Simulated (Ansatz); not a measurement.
Input file:

```yaml
crystal:
  periodic: [false, false, false]
  atoms:
    - {symbol: Si, position_ang: [0.000000, 0.000000, 0.000000]}
    - {symbol: Cl, position_ang: [0.000000, 0.000000, 2.057900]}
basis:
  gaussian: {orbitals: 6-31G}
magnetization: {spin_polarized: true, initial_magnetization: 3}
correlation: {method: ccsdtq, electrons: outside_noble_gas}
```

```sh
$ ansatz run in.yaml --threads 1 --pin off --events-out ev --progress --plain --max-ram 2393MiB
```

Output:

```
496 factors; integrals over basis functions are off by at most 4.9e-8 eV
mean field evaluation 1: about -20360.1671 eV, gradient 7.1e0 eV
mean field evaluation 2: about -20360.1732 eV, gradient 7.2e0 eV
mean field evaluation 4: about -20361.2138 eV, gradient 1.8e0 eV
mean field evaluation 8: about -20361.3571 eV, gradient 1.2e-3 eV
mean field evaluation 16: about -20361.2048 eV, gradient 1.8e0 eV
mean field evaluation 32: about -20358.6733 eV, gradient 3.3e0 eV
mean field evaluation 64: about -20357.4445 eV, gradient 9.9e-1 eV
mean field -20361.35977964 eV, -748.2661704763 hartree, gradient 2.9e-6 eV, S^2 3.752711; 1 other end points of the search recorded, 0 dependent functions left out
determinant -20361.35977964 eV, -748.2661704763 hartree, with singles and doubles -20363.13092049 eV, -748.3312587022 hartree
determinant -20358.77757479 eV, -748.1712761986 hartree, with singles and doubles -20360.28599043 eV, -748.2267094510 hartree
10 core orbitals not correlated: weight in the atoms' cores, before any rotation towards them, 1.000 or more for the frozen orbitals, at most 0.000 for the correlated occupied ones
reference -20361.35977964 eV, -748.2661704763 hartree; 7, 4 occupied and 9, 12 virtual orbitals, 496 factors
second order -1.48147347 eV of doubles, -0.00000000 eV of singles
cycle   1  -1.66262780 eV  change   -1.8e-1 eV  update   5.3e-2
cycle   2  -1.76834547 eV  change   -1.1e-1 eV  update   2.2e-2
cycle   3  -1.80713665 eV  change   -3.9e-2 eV  update   1.3e-2
cycle   4  -1.81017172 eV  change   -3.0e-3 eV  update   4.4e-3
cycle   5  -1.80940157 eV  change    7.7e-4 eV  update   2.2e-3
cycle   6  -1.80975948 eV  change   -3.6e-4 eV  update   9.7e-4
cycle   7  -1.80979673 eV  change   -3.7e-5 eV  update   4.7e-4
cycle   8  -1.80979456 eV  change    2.2e-6 eV  update   1.8e-4
cycle   9  -1.80980834 eV  change   -1.4e-5 eV  update   8.3e-5
cycle  10  -1.80979381 eV  change    1.5e-5 eV  update   4.6e-5
cycle  11  -1.80978989 eV  change    3.9e-6 eV  update   3.0e-5
cycle  12  -1.80979316 eV  change   -3.3e-6 eV  update   1.0e-5
cycle  13  -1.80979472 eV  change   -1.6e-6 eV  update   5.3e-6
cycle  14  -1.80979638 eV  change   -1.7e-6 eV  update   3.8e-6
cycle  15  -1.80979732 eV  change   -9.4e-7 eV  update   1.6e-6
cycle  16  -1.80979724 eV  change    7.7e-8 eV  update   5.9e-7
Total energy: -20363.16957688 eV, -748.3326792982 hartree
```

For the same geometry and basis full CI lies 0.3 meV higher.

Ran on 1 thread of Arm Neoverse N1, shared host: 63 s wall, 0.47 GiB peak host memory.
